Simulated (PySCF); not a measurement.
ClNa, charge +1, multiplicity 2. Atoms are numbered in the order given.

```xyz
2

Na     0.0000     0.0000    -1.6982
Cl     0.0000     0.0000     1.0988
```
Charge +1, spin multiplicity 2.

The structure is a stationary point at PBE0-D3(BJ)/def2-TZVPD. The multiplicity is an assumed one; other spin states were not compared.

Level of theory: PBE0/def2-TZVPD (PySCF).

Mulliken values depend strongly on the basis, most of all with diffuse functions as here. Atomic charges (e):

| atom | Mulliken | meta-Löwdin | Mulliken spin |
|---|---|---|---|
| Na1 | 0.93 | 0.94 | -0.01 |
| Cl2 | 0.07 | 0.06 | 1.01 |
